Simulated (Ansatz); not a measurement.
# C₂H₄FNO: small, medium and large basis sets

How large a basis does C₂H₄FNO need? Two functionals are run in growing sets.

Computed with Ansatz 0.2.0, Gaussian basis. Level: one geometry, several basis sets.

Plan: PBE0-D4/def2-SVP; ωB97M-V/def2-SVP; PBE0-D4/def2-QZVPP; ωB97M-V/def2-QZVPP; the functionals' def2-TZVPP values are taken from earlier runs.

### Step 1. The geometry

An earlier PBE0-D4 in a triple-zeta def2 set relaxation fixed the geometry.

SMILES `N/C=C(\O)F`, 9 atoms, charge 0, spin multiplicity 1.

Atoms are counted from 1 here; the program's logs count them from 0.

Bond lengths: N1–C2 1.399 Å, N1–H6 1.010 Å, N1–H7 1.010 Å, C2–C3 1.324 Å, C2–H8 1.082 Å, C3–O4 1.346 Å, C3–F5 1.343 Å, O4–H9 0.964 Å. Angles: C2–N1–H6 112.2°, C2–N1–H7 112.7°, H6–N1–H7 109.8°, N1–C2–C3 124.3°, N1–C2–H8 117.2°, C3–C2–H8 118.4°, C2–C3–O4 124.9°, C2–C3–F5 121.7°, O4–C3–F5 113.3°, C3–O4–H9 109.7°.

### Step 2. PBE0-D4 in def2-SVP

Contents of in.yaml:

```yaml
crystal:
  periodic: [false, false, false]
  atoms:
    - {symbol: N, position_ang: [-0.396056, 0.066190, -1.453245]}
    - {symbol: C, position_ang: [0.563042, -0.187557, -0.466845]}
    - {symbol: C, position_ang: [0.329700, -0.118985, 0.834978]}
    - {symbol: O, position_ang: [-0.795106, 0.366690, 1.391361]}
    - {symbol: F, position_ang: [1.243867, -0.510683, 1.737647]}
    - {symbol: H, position_ang: [-1.222061, 0.510065, -1.077129]}
    - {symbol: H, position_ang: [-0.032245, 0.614306, -2.219186]}
    - {symbol: H, position_ang: [1.536673, -0.521670, -0.798762]}
    - {symbol: H, position_ang: [-1.139415, -0.264658, 2.033879]}
basis:
  gaussian: {orbitals: def2-SVP}
hamiltonian: {xc: pbe0, dispersion: d4}
output: {orbitals: {seedname: orbitals}}
```

The runs that follow: ωB97M-V in def2-SVP; PBE0-D4 in def2-QZVPP; ωB97M-V in def2-QZVPP.

Before running them: what should the planned runs give, taken together? Wanted: PBE0-D4: double and triple zeta above quadruple; ωB97M-V: double and triple zeta above quadruple.

As calculated:

| quantity | value |
| --- | --- |
| PBE0-D4: double and triple zeta above quadruple | 10.40, 0.46 eV |
| ωB97M-V: double and triple zeta above quadruple | 10.67, 0.44 eV |

What this shows: For PBE0-D4 the step from double to triple zeta gains 9.94 eV and the next only 0.46 eV. Total energies overstate the basis error of differences, where much of it tends to cancel. The LUMO of ωB97M-V is positive and keeps falling with the basis (3.18 to 1.61 eV): an unbound level that the basis holds in place.
